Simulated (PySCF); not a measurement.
# Relaxation of quartet PN₂

All numbers come from UPBE0 in PySCF with P def2-TZVP, N def2-TZVP; no relativity; density-fitted integrals. A (50,194) grid was used.

A hand-made end-on start, of Cs symmetry, held to at least that symmetry:

Coordinates in bohr (charge 0 multiplicity 4):
```
P    -0.4684    0.0000   -1.9513
N    -0.4684    0.0000    1.5912
N     1.5045    0.0000    2.7250
```

(1) What forces act on the atoms at the start (eV/Å)?

(2) What does it relax to?

(3) How much energy is released, and in how many steps?

Answers

(1) 
```csv
atom,Fx,Fy,Fz
P1,-0.01,0.00,0.27
N2,3.42,0.00,1.66
N3,-3.41,0.00,-1.94
```

(2) It ends at Cs with N–N 1.089 Å. The molecule has come apart into P + N₂. No frequency check is given, so it may be a saddle point.

(3) 125.4 kJ/mol in 19 steps.

The relaxation took 27 s on 2 threads of a shared Arm Neoverse V2 host, with 99 basis functions and 20 gradients; the process peaked at 0.54 GiB. Launch command: `OMP_NUM_THREADS=2 python axn.py task.json out`.
